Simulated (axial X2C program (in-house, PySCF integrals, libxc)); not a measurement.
# Low determinants of O₂⁺ at the PBE0 level, 2c

Computed with an in-house relativistic program for diatomic molecules. Two-component (2c) means X2C with spin–orbit coupling and atomic mean-field two-electron Coulomb and Gaunt terms. Basis: O dyall-av3z [7s6p3d2f] (cores contracted in-house); Gaussian nuclei, density fitting, unrestricted open shells. Masses: O 15.995 u.

Search at 1.099 Å (vertical energies from the lowest determinant):

```json
{"ΔE (eV)": "0.00", "state": "Ω = 1/2", "electrons beyond evenly filled partner blocks": "ω = 1/2", "electrons in ±ω = 1/2, 3/2, 5/2, 7/2": "13 2 0 0"}
{"ΔE (eV)": "0.03", "state": "Ω = 3/2", "electrons beyond evenly filled partner blocks": "ω = 3/2", "electrons in ±ω = 1/2, 3/2, 5/2, 7/2": "12 3 0 0"}
```

Lowest determinant, Ω = 1/2 (⟨Sz⟩ = -0.50, ⟨Lz⟩ = 1.00 at PBE0): Re = 1.099 Å, ωe = 2123.8 cm⁻¹.

The determinant in row 2 of the search, Ω = 3/2 (⟨Sz⟩ = 0.50, ⟨Lz⟩ = 1.00 at PBE0), was followed along the bond at PBE0; measured from the minimum of the lowest determinant it gives:

Te = 0.025 eV (205 cm⁻¹), Re = 1.099 Å, ωe = 2123.6 cm⁻¹.

Task: Compare the bond of the determinant in row 2 with that of the lowest one.

Result: At PBE0 its Re is the same within 0.001 Å and its force constant, which goes as ωe², is 1.00 times that of the lowest determinant. T0 ≈ Te + Δωe/2 = 205 + (0) = 205 cm⁻¹.

The search compares states at one distance, so a state with another bond length can lie lower; it is not exhaustive and yields mostly the lowest determinant of each block pattern, so other components and higher states of one pattern are missing. These are energies of single determinants, not of spin-adapted states; PBE0 term energies can be off by some tenths of an eV, and the functional has no current term.
